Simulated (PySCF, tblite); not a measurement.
# CH6Si: bond homolysis

Aim: compute the bond homolysis of CH6Si (`C[SiH3]`).

Computed with tblite 0.8.0 and PySCF 2.14.0 and routines of our own; the level stands in each step. Atoms count from 0.

## (1) The starting structure

8 atoms, charge 0, multiplicity 1; geometry from: start built from the parent or by distance geometry.

## (2) Optimising the geometry with GFN2-xTB

The job: settings as JSON, then the geometry in Å.

```
{"job": {"kind": "relax", "xc": "GFN2-xTB", "basis": "xTB"}, "charge": 0, "multiplicity": 1}
C     -0.967200    -0.127100    -0.000700
Si     0.869800     0.103500    -0.036600
H     -1.357400     0.528800     0.820100
H     -1.178100    -1.171000     0.150800
H     -1.442600     0.252700    -0.930200
H      1.108400     1.439100    -0.535900
H      1.535900    -0.925500    -0.863800
H      1.449300    -0.081900     1.347100
```

Started as:

```sh
$ OMP_NUM_THREADS=1 python redox_run.py task.json out
```

This one command runs all jobs of the session in turn.

The program printed:

```text
step      E/eV     max force
  0    -188.15373    1.541
  1    -188.22161    0.598
  2    -188.24217    0.478
  3    -188.25728    0.371
  4    -188.26777    0.352
  5    -188.27308    0.196
  6    -188.27639    0.233
  7    -188.27987    0.173
  8    -188.28246    0.174
  9    -188.28428    0.119
 10    -188.28554    0.118
 11    -188.28639    0.087
 12    -188.28698    0.081
 13    -188.28729    0.060
 14    -188.28750    0.040
 15    -188.28776    0.071
 16    -188.28807    0.072
 17    -188.28829    0.051
 18    -188.28841    0.037
 19    -188.28850    0.043
 20    -188.28864    0.071
 21    -188.28887    0.084
 22    -188.28912    0.063
 23    -188.28925    0.022
 24    -188.28929    0.019
 25    -188.28932    0.020
 26    -188.28938    0.037
 27    -188.28954    0.063
 28    -188.28992    0.097
 29    -188.29072    0.135
 30    -188.29156    0.133
 31    -188.29213    0.054
 32    -188.29244    0.033
 33    -188.29252    0.035
 34    -188.29263    0.029
 35    -188.29266    0.010
 36    -188.29267    0.009
```

It took 0.1 s on 1 thread of Arm Neoverse V1, shared host.

Along the way: (not every step is listed)

```
step  energy from step 0 (eV)  largest force (eV/Å)
   0                   0.0000                1.5410
   1                  -0.0679                0.5981
   2                  -0.0884                0.4780
   3                  -0.1036                0.3712
   4                  -0.1140                0.3524
   5                  -0.1193                0.1964
   6                  -0.1227                0.2332
   7                  -0.1261                0.1734
   8                  -0.1287                0.1741
  10                  -0.1318                0.1180
  12                  -0.1333                0.0806
  14                  -0.1338                0.0403
  16                  -0.1343                0.0720
  18                  -0.1347                0.0369
  20                  -0.1349                0.0707
  22                  -0.1354                0.0628
  24                  -0.1356                0.0193
  26                  -0.1356                0.0370
  28                  -0.1362                0.0970
  30                  -0.1378                0.1332
  31                  -0.1384                0.0540
  32                  -0.1387                0.0331
  33                  -0.1388                0.0352
  34                  -0.1389                0.0292
  35                  -0.1389                0.0104
  36                  -0.1389                0.0095
```

Distances of close pairs at the start and the end, largest changes first:

```
  bond  before (Å)  after (Å)  change (Å)
Si1–H7       1.512      1.465      -0.047
C0–Si1       1.852      1.895      +0.043
 C0–H2       1.121      1.087      -0.034
 C0–H4       1.111      1.087      -0.024
Si1–H5       1.446      1.465      +0.019
Si1–H6       1.479      1.465      -0.014
 C0–H3       1.076      1.087      +0.011
```

The end geometry stands in the next job.

## (3) Infrared spectrum with GFN2-xTB

The job: settings as JSON, then the geometry in Å.

```
{"job": {"kind": "ir", "xc": "GFN2-xTB", "basis": "xTB"}, "charge": 0, "multiplicity": 1}
C     -0.973464    -0.115745     0.014264
Si     0.907764     0.111030    -0.024718
H     -1.439459     0.567315     0.719356
H     -1.243531    -1.126014     0.309656
H     -1.412308     0.070328    -0.962333
H      1.225971     1.481361    -0.432417
H      1.493590    -0.830629    -0.981830
H      1.459552    -0.138821     1.308893
```

The program printed:

```text
mode    cm-1     km/mol
  1     163.1      0.00
  2     510.3     40.92
  3     511.0     40.97
  4     748.1      1.04
  5     787.6    100.11
  6     789.2     98.38
  7     799.6    448.56
  8     836.1    167.84
  9     836.8    166.26
 10    1373.7      7.54
 11    1491.2      0.04
 12    1491.9      0.04
 13    2252.9    444.84
 14    2254.0    450.71
 15    2260.9     84.14
 16    3033.3     40.73
 17    3033.7     40.56
 18    3037.7      2.26
ZPE 156.776  H(298)-E 170.752  G(298)-E 93.759 kJ/mol  S 258.24 J/(mol K)
```

It took 0.12 s on 1 thread of Arm Neoverse V1, shared host.

Which atoms move in the most intense modes:

```
cm⁻¹  km/mol                                atoms
 788   100.1            H6 48 %, H7 31 %, H5 12 %
 789    98.4            H5 48 %, H7 29 %, H6 13 %
 800   448.6  H5 25 %, H7 24 %, H6 23 %, Si1 20 %
 836   167.8            H2 35 %, H3 26 %, C0 16 %
 837   166.3            H4 39 %, H3 18 %, C0 16 %
2253   444.8                     H6 76 %, H5 11 %
2254   450.7                     H7 53 %, H5 43 %
2261    84.1            H5 43 %, H7 35 %, H6 21 %
```

## (4) Optimising the geometry at PBE0-D3(BJ)/def2-SVP

The job, as its differences from that of step 3:

```diff
@@ -1,2 +1,2 @@
-{"job": {"kind": "ir", "xc": "GFN2-xTB", "basis": "xTB"}, "charge": 0, "multiplicity": 1}
+{"job": {"xc": "PBE0", "basis": "def2-SVP", "d3": "d3bj", "grid": 1, "kind": "geom"}, "charge": 0, "multiplicity": 1}
 C     -0.973464    -0.115745     0.014264
```

The program printed:

```text
step   0  E = -330.90569888  max force = 0.020340
step   1  E = -330.90730025  max force = 0.001468
step   2  E = -330.90731852  max force = 0.000167
step   3  E = -330.90731911  max force = 0.000054
optimisation converged
```

Wall time 3.5 s (1 thread of Arm Neoverse V1, shared host).

Step by step:

```
step  energy from step 0 (eV)  largest force component (eV/Å)
   0                   0.0000                          1.0459
   1                  -0.0436                          0.0755
   2                  -0.0441                          0.0086
   3                  -0.0441                          0.0028
```

Close pairs (by a distance rule), those that changed most:

```
  bond  before (Å)  after (Å)  change (Å)
Si1–H5       1.465      1.496      +0.031
Si1–H7       1.465      1.496      +0.031
Si1–H6       1.465      1.496      +0.031
C0–Si1       1.895      1.879      -0.016
 C0–H3       1.087      1.101      +0.014
 C0–H4       1.087      1.101      +0.014
 C0–H2       1.087      1.101      +0.014
```

The end geometry stands in the next job.

```
                         at the end point                   value
  point group (found at 0.08 Å tolerance)                     C3v
rotational constants (GHz, main isotopes)  55.417, 10.852, 10.852
                        dipole moment (D)                    0.80
```

## (5) Harmonic vibrations (CH6Si): PBE0-D3(BJ)/def2-SVP

The job: settings as JSON, then the geometry in Å.

```
{"job": {"xc": "PBE0", "basis": "def2-SVP", "d3": "d3bj", "grid": 2, "kind": "hessian"}, "charge": 0, "multiplicity": 1}
C     -0.982400    -0.112949     0.021688
Si     0.883603     0.105396    -0.030690
H     -1.438618     0.585998     0.739076
H     -1.247703    -1.136933     0.325684
H     -1.425344     0.075350    -0.968131
H      1.242578     1.497102    -0.445912
H      1.500863    -0.846751    -1.005663
H      1.484658    -0.149427     1.315423
```

The program printed:

```text
coarse grid: 6432 points
cycle   1  E = -330.8474387330  dE = -2.317e-01  |g| = 2.620e-01  |ddm| = 2.362e+00
cycle   2  E = -330.8425969372  dE =  4.842e-03  |g| = 2.908e-01  |ddm| = 5.021e-01
cycle   3  E = -330.8657636287  dE = -2.317e-02  |g| = 1.402e-02  |ddm| = 2.684e-01
cycle   4  E = -330.8658325932  dE = -6.896e-05  |g| = 2.746e-03  |ddm| = 2.128e-02
cycle   5  E = -330.8658352050  dE = -2.612e-06  |g| = 5.950e-04  |ddm| = 4.532e-03
final grid: 55368 points
cycle   6  E = -330.9073097034  dE = -5.687e-06  |g| = 4.192e-03  |ddm| = 1.066e-02
cycle   7  E = -330.9073077245  dE =  1.979e-06  |g| = 4.979e-03  |ddm| = 7.786e-03
cycle   8  E = -330.9073144008  dE = -6.676e-06  |g| = 8.992e-05  |ddm| = 4.357e-03
cycle   9  E = -330.9073144039  dE = -3.101e-09  |g| = 2.562e-05  |ddm| = 1.697e-04
cycle  10  E = -330.9073144041  dE = -2.121e-10  |g| = 4.977e-06  |ddm| = 4.354e-05
cycle  11  E = -330.9073144041  dE = -1.000e-11  |g| = 3.352e-07  |ddm| = 7.316e-06
converged SCF energy = -330.9073144041

mode    cm-1
  1     207.5
  2     512.3
  3     512.4
  4     705.5
  5     877.8
  6     877.8
  7     933.2
  8     950.4
  9     950.6
 10    1265.4
 11    1433.1
 12    1433.2
 13    2225.8
 14    2226.9
 15    2227.0
 16    3062.7
 17    3170.3
 18    3170.6
ZPE 159.956  H(298)-E 173.470  G(298)-E 97.350 kJ/mol  S 255.31 J/(mol K)
```

Wall time 21 s (1 thread of Arm Neoverse V1, shared host); peak memory 0.9 GiB.

Zero-point energy 159.96 kJ/mol (xTB gave 156.78).

## (6) Single point (CH₆Si): wB97X-D3(BJ)/def2-TZVP

Geometry: PBE0-D3(BJ)/def2-SVP.

The job, as its differences from that of step 5:

```diff
@@ -1,2 +1,2 @@
-{"job": {"xc": "PBE0", "basis": "def2-SVP", "d3": "d3bj", "grid": 2, "kind": "hessian"}, "charge": 0, "multiplicity": 1}
+{"job": {"kind": "sp", "xc": "wB97X", "basis": "def2-TZVP", "d3": "d3bj", "grid": 2}, "charge": 0, "multiplicity": 1}
 C     -0.982400    -0.112949     0.021688
```

The program printed:

```text
coarse grid: 6432 points
cycle   1  E = -331.2799019420  dE = -2.461e-01  |g| = 1.931e-01  |ddm| = 1.779e+00
cycle   2  E = -331.2883305987  dE = -8.429e-03  |g| = 9.986e-02  |ddm| = 1.824e-01
cycle   3  E = -331.2904850777  dE = -2.154e-03  |g| = 2.389e-02  |ddm| = 6.933e-02
cycle   4  E = -331.2906678104  dE = -1.827e-04  |g| = 5.479e-03  |ddm| = 2.507e-02
cycle   5  E = -331.2906748772  dE = -7.067e-06  |g| = 9.694e-04  |ddm| = 4.652e-03
final grid: 55368 points
cycle   6  E = -331.2873156280  dE = -1.414e-05  |g| = 2.015e-03  |ddm| = 1.286e-02
cycle   7  E = -331.2873162372  dE = -6.092e-07  |g| = 1.315e-03  |ddm| = 1.980e-03
cycle   8  E = -331.2873166333  dE = -3.961e-07  |g| = 1.574e-04  |ddm| = 7.856e-04
cycle   9  E = -331.2873166464  dE = -1.312e-08  |g| = 4.752e-05  |ddm| = 2.311e-04
cycle  10  E = -331.2873166475  dE = -1.135e-09  |g| = 9.090e-06  |ddm| = 7.912e-05
converged SCF energy = -331.2873166475
```

Run time: 1.6 s. Hardware: 1 thread of Arm Neoverse V1, shared host.

## (7) Geometry optimisation with GFN2-xTB

This step treats CH₅Si radical, labelled `[CH2][SiH3]` (the label fixes atoms and charge, not where charge and spin sit).

The job: settings as JSON, then the geometry in Å.

```
{"job": {"kind": "relax", "xc": "GFN2-xTB", "basis": "xTB"}, "charge": 0, "multiplicity": 2}
C     -0.966200    -0.119100     0.016400
Si     0.872900     0.114100    -0.053700
H     -1.230300    -1.144500     0.328900
H     -1.427800     0.090000    -0.988700
H      1.239400     1.493300    -0.434600
H      1.489900    -0.848500    -1.014400
H      1.485100    -0.143600     1.304400
```

The program printed:

```text
step      E/eV     max force
  0    -171.72143    2.105
  1    -171.81949    1.473
  2    -171.90757    1.125
  3    -171.95139    0.582
  4    -171.98612    0.598
  5    -171.99832    0.515
  6    -172.01416    0.426
  7    -172.01949    0.332
  8    -172.02513    0.238
  9    -172.03102    0.278
 10    -172.03917    0.365
 11    -172.04739    0.415
 12    -172.05389    0.264
 13    -172.05610    0.103
 14    -172.05660    0.094
 15    -172.05734    0.118
 16    -172.05834    0.159
 17    -172.05944    0.131
 18    -172.06010    0.070
 19    -172.06035    0.032
 20    -172.06043    0.029
 21    -172.06046    0.017
 22    -172.06047    0.004
```

It took 0.06 s on 1 thread of Arm Neoverse V1, shared host.

The steps of the relaxation:

```
step  energy from step 0 (eV)  largest force (eV/Å)
   0                   0.0000                2.1055
   1                  -0.0981                1.4725
   2                  -0.1861                1.1253
   3                  -0.2300                0.5815
   4                  -0.2647                0.5978
   5                  -0.2769                0.5155
   6                  -0.2927                0.4257
   7                  -0.2981                0.3324
   8                  -0.3037                0.2380
   9                  -0.3096                0.2783
  10                  -0.3177                0.3647
  11                  -0.3260                0.4154
  12                  -0.3325                0.2639
  13                  -0.3347                0.1026
  14                  -0.3352                0.0944
  15                  -0.3359                0.1183
  16                  -0.3369                0.1591
  17                  -0.3380                0.1311
  18                  -0.3387                0.0703
  19                  -0.3389                0.0323
  20                  -0.3390                0.0295
  21                  -0.3390                0.0167
  22                  -0.3390                0.0044
```

Close pairs (by a distance rule), those that changed most:

```
  bond  before (Å)  after (Å)  change (Å)
 C0–H3       1.126      1.076      -0.050
Si1–H6       1.512      1.465      -0.047
 C0–H2       1.104      1.076      -0.028
Si1–H5       1.493      1.472      -0.021
Si1–H4       1.477      1.465      -0.012
C0–Si1       1.855      1.844      -0.012
```

The next job starts from the end point, and lists it.

## (8) Infrared spectrum with GFN2-xTB

The job: settings as JSON, then the geometry in Å.

```
{"job": {"kind": "ir", "xc": "GFN2-xTB", "basis": "xTB"}, "charge": 0, "multiplicity": 2}
C     -0.871017    -0.294116    -0.170136
Si     0.933049     0.073711    -0.077478
H     -1.345398    -1.039482     0.443892
H     -1.530356     0.196144    -0.864825
H      1.170216     1.467822    -0.460403
H      1.691120    -0.790799    -0.996982
H      1.415308    -0.171684     1.284176
```

The program printed:

```text
mode    cm-1     km/mol
  1     -16.8      0.98
  2     480.9      2.26
  3     496.6     39.00
  4     549.0    119.84
  5     737.7     37.27
  6     778.8    184.80
  7     795.1    259.79
  8     805.6    190.09
  9     847.1     95.05
 10    1395.1      0.40
 11    2167.6    295.30
 12    2240.4    434.05
 13    2246.1    137.93
 14    3095.5      6.08
 15    3135.3     30.51
ZPE 118.356  H(298)-E 133.460  G(298)-E 49.340 kJ/mol  S 282.14 J/(mol K)
```

Run time: 0.11 s. Hardware: 1 thread of Arm Neoverse V1, shared host.

Which atoms move in the most intense modes:

```
cm⁻¹  km/mol                               atoms
 549   119.8  C0 25 %, H2 20 %, H3 20 %, H5 19 %
 779   184.8                    H6 46 %, H4 46 %
 795   259.8           H5 36 %, H6 29 %, H4 29 %
 806   190.1           H5 55 %, H4 19 %, H6 18 %
 847    95.0                   C0 49 %, Si1 35 %
2168   295.3                             H5 93 %
2240   434.1                    H6 60 %, H4 36 %
2246   137.9                    H4 59 %, H6 36 %
```

## (9) Geometry optimisation at PBE0-D3(BJ)/def2-SVP

This step treats CH₅Si radical, labelled `[CH2][SiH3]` (the label fixes atoms and charge, not where charge and spin sit).

The job, as its differences from that of step 8:

```diff
@@ -1,2 +1,2 @@
-{"job": {"kind": "ir", "xc": "GFN2-xTB", "basis": "xTB"}, "charge": 0, "multiplicity": 2}
+{"job": {"xc": "PBE0", "basis": "def2-SVP", "d3": "d3bj", "grid": 1, "kind": "geom"}, "charge": 0, "multiplicity": 2}
 C     -0.871017    -0.294116    -0.170136
```

The program printed:

```text
step   0  E = -330.23663069  max force = 0.010736
step   1  E = -330.23812762  max force = 0.002793
step   2  E = -330.23814696  max force = 0.000300
step   3  E = -330.23814744  max force = 0.000041
optimisation converged
```

Run time: 4 s. Hardware: 1 thread of Arm Neoverse V1, shared host.

The steps of the relaxation:

```
step  energy from step 0 (eV)  largest force component (eV/Å)
   0                   0.0000                          0.5521
   1                  -0.0407                          0.1436
   2                  -0.0413                          0.0154
   3                  -0.0413                          0.0021
```

Distances of close pairs at the start and the end, largest changes first:

```
  bond  before (Å)  after (Å)  change (Å)
Si1–H4       1.465      1.495      +0.030
Si1–H6       1.465      1.495      +0.030
Si1–H5       1.472      1.501      +0.028
 C0–H2       1.076      1.095      +0.019
 C0–H3       1.076      1.095      +0.019
C0–Si1       1.844      1.851      +0.007
```

The next job starts from the end point, and lists it.

```
                         at the end point                   value
  point group (found at 0.08 Å tolerance)                      Cs
rotational constants (GHz, main isotopes)  66.136, 11.916, 11.434
                        dipole moment (D)                    0.68
                                     ⟨S²⟩                   0.754
```

## (10) Harmonic vibrations (CH5Si radical, [CH2][SiH3]): PBE0-D3(BJ)/def2-SVP

The job: settings as JSON, then the geometry in Å.

```
{"job": {"xc": "PBE0", "basis": "def2-SVP", "d3": "d3bj", "grid": 2, "kind": "hessian"}, "charge": 0, "multiplicity": 2}
C     -0.885704    -0.293519    -0.174998
Si     0.925728     0.071973    -0.074138
H     -1.367117    -1.057806     0.444500
H     -1.548800     0.204117    -0.890731
H      1.194095     1.492931    -0.454750
H      1.714546    -0.802575    -1.004056
H      1.431444    -0.171999     1.311822
```

The program printed:

```text
coarse grid: 5816 points
cycle   1  E = -330.1858036376  dE = -2.270e-01  |g| = 1.173e-01  |ddm| = 1.622e+00
cycle   2  E = -330.1896450825  dE = -3.841e-03  |g| = 1.021e-01  |ddm| = 2.230e-01
cycle   3  E = -330.1957667425  dE = -6.122e-03  |g| = 1.703e-02  |ddm| = 1.178e-01
cycle   4  E = -330.1960219544  dE = -2.552e-04  |g| = 2.873e-03  |ddm| = 2.426e-02
cycle   5  E = -330.1960338170  dE = -1.186e-05  |g| = 1.010e-03  |ddm| = 7.375e-03
cycle   6  E = -330.1960351602  dE = -1.343e-06  |g| = 3.432e-04  |ddm| = 2.367e-03
final grid: 50000 points
cycle   7  E = -330.2381382936  dE = -4.878e-06  |g| = 1.970e-03  |ddm| = 6.360e-03
cycle   8  E = -330.2381378919  dE =  4.017e-07  |g| = 2.142e-03  |ddm| = 3.878e-03
cycle   9  E = -330.2381405694  dE = -2.677e-06  |g| = 4.992e-05  |ddm| = 2.078e-03
cycle  10  E = -330.2381405720  dE = -2.692e-09  |g| = 2.107e-05  |ddm| = 1.006e-04
cycle  11  E = -330.2381405726  dE = -5.592e-10  |g| = 6.463e-06  |ddm| = 4.260e-05
cycle  12  E = -330.2381405727  dE = -5.338e-11  |g| = 2.289e-06  |ddm| = 1.593e-05
converged SCF energy = -330.2381405727

mode    cm-1
  1      43.1
  2     508.7
  3     512.7
  4     656.5
  5     759.6
  6     831.0
  7     933.6
  8     934.9
  9     946.4
 10    1368.1
 11    2193.2
 12    2226.8
 13    2230.8
 14    3156.3
 15    3265.3
ZPE 123.018  H(298)-E 137.459  G(298)-E 55.099 kJ/mol  S 276.24 J/(mol K)
```

Run time: 30 s. Hardware: 1 thread of Arm Neoverse V1, shared host; peak memory 0.87 GiB.

Zero-point energy 123.02 kJ/mol (xTB gave 118.36).

## (11) Single point (CH₅Si radical, [CH2][SiH3]): wB97X-D3(BJ)/def2-TZVP

Geometry: PBE0-D3(BJ)/def2-SVP.

The job, as its differences from that of step 10:

```diff
@@ -1,2 +1,2 @@
-{"job": {"xc": "PBE0", "basis": "def2-SVP", "d3": "d3bj", "grid": 2, "kind": "hessian"}, "charge": 0, "multiplicity": 2}
+{"job": {"kind": "sp", "xc": "wB97X", "basis": "def2-TZVP", "d3": "d3bj", "grid": 2}, "charge": 0, "multiplicity": 2}
 C     -0.885704    -0.293519    -0.174998
```

The program printed:

```text
coarse grid: 5816 points
cycle   1  E = -330.6009417604  dE = -2.701e-01  |g| = 1.197e-01  |ddm| = 1.235e+00
cycle   2  E = -330.6117034002  dE = -1.076e-02  |g| = 4.265e-02  |ddm| = 1.224e-01
cycle   3  E = -330.6128928611  dE = -1.189e-03  |g| = 1.754e-02  |ddm| = 4.536e-02
cycle   4  E = -330.6131745889  dE = -2.817e-04  |g| = 4.182e-03  |ddm| = 1.916e-02
cycle   5  E = -330.6132064194  dE = -3.183e-05  |g| = 2.045e-03  |ddm| = 6.544e-03
cycle   6  E = -330.6132140987  dE = -7.679e-06  |g| = 6.288e-04  |ddm| = 3.378e-03
final grid: 50000 points
cycle   7  E = -330.6104883399  dE = -1.127e-05  |g| = 9.565e-04  |ddm| = 6.857e-03
cycle   8  E = -330.6104890295  dE = -6.896e-07  |g| = 4.438e-04  |ddm| = 1.131e-03
cycle   9  E = -330.6104891921  dE = -1.627e-07  |g| = 1.965e-04  |ddm| = 4.226e-04
cycle  10  E = -330.6104892589  dE = -6.677e-08  |g| = 7.354e-05  |ddm| = 3.610e-04
cycle  11  E = -330.6104892700  dE = -1.111e-08  |g| = 1.945e-05  |ddm| = 1.792e-04
cycle  12  E = -330.6104892707  dE = -6.686e-10  |g| = 4.184e-06  |ddm| = 5.156e-05
converged SCF energy = -330.6104892707
```

It took 2.7 s on 1 thread of Arm Neoverse V1, shared host.

(Part 1 of 3 ends here.)
